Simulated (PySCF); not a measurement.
**Computed NMR parameters against published values**

Geometry:
```json
{"atom": "Cl1", "x (Å)": "1.578", "y (Å)": "-0.514", "z (Å)": "1.838"}
{"atom": "C2", "x (Å)": "0.815", "y (Å)": "-0.919", "z (Å)": "0.252"}
{"atom": "C3", "x (Å)": "1.027", "y (Å)": "0.212", "z (Å)": "-0.744"}
{"atom": "C4", "x (Å)": "-0.157", "y (Å)": "1.180", "z (Å)": "-0.536"}
{"atom": "C5", "x (Å)": "-1.123", "y (Å)": "0.471", "z (Å)": "0.432"}
{"atom": "C6", "x (Å)": "-0.692", "y (Å)": "-0.992", "z (Å)": "0.407"}
{"atom": "H7", "x (Å)": "1.276", "y (Å)": "-1.859", "z (Å)": "-0.047"}
{"atom": "H8", "x (Å)": "1.002", "y (Å)": "-0.217", "z (Å)": "-1.750"}
{"atom": "H9", "x (Å)": "2.000", "y (Å)": "0.685", "z (Å)": "-0.619"}
{"atom": "H10", "x (Å)": "0.174", "y (Å)": "2.137", "z (Å)": "-0.134"}
{"atom": "H11", "x (Å)": "-0.645", "y (Å)": "1.391", "z (Å)": "-1.490"}
{"atom": "H12", "x (Å)": "-2.169", "y (Å)": "0.601", "z (Å)": "0.151"}
{"atom": "H13", "x (Å)": "-1.005", "y (Å)": "0.867", "z (Å)": "1.442"}
{"atom": "H14", "x (Å)": "-1.004", "y (Å)": "-1.565", "z (Å)": "1.280"}
{"atom": "H15", "x (Å)": "-1.090", "y (Å)": "-1.491", "z (Å)": "-0.484"}
```

Method: σ from GIAO-B97-2/pcSseg-2, coordinates at the PBE0-D3(BJ)/def2-TZVP level, in PySCF 2.14.0 with density-fitted response routines (in vacuum, equivalent nuclei averaged, single conformer, non-relativistic Hamiltonian).

Reference values: measured (solution, not stated per compound (mostly CDCl3 or CCl4); Pretsch, Buehlmann, Badertscher, Structure Determination of Organic Compounds, 4th ed. (2009)).
```tsv
atoms	quantity	reference	computed	computed, scaled
C2	δ 13C	62.0	71.4	62.3
C3/C6	δ 13C	37.2	40.9	37.4
C4/C5	δ 13C	23.1	25.7	22.7
```

Computed shifts are σ(ref) − σ with the named reference compound (TMS for H and C) calculated as an isolated molecule at the same level. The measured values may be among those fitted. Scaled to experiment by linear calibration (H and C: mostly CDCl3 data, vs TMS): 13C (scatter 2.0 ppm rms, 2.1 ppm with the 1 outlier that the fit left out, with a fitted term for attached Cl). A few per cent of atoms miss by over 2 rms, more outside the fitted compound classes.

**Question.** How far are the unscaled 13C shifts from the references?

**Answer.** Mean signed difference +5.23 ppm, mean absolute 5.23 ppm over 3 comparisons; the largest is +9.4 ppm at C2 (sp3 CH bonded to Cl).

Carbons that carry Cl, above all several Cl atoms, come out too deshielded, partly because spin–orbit coupling is missing.
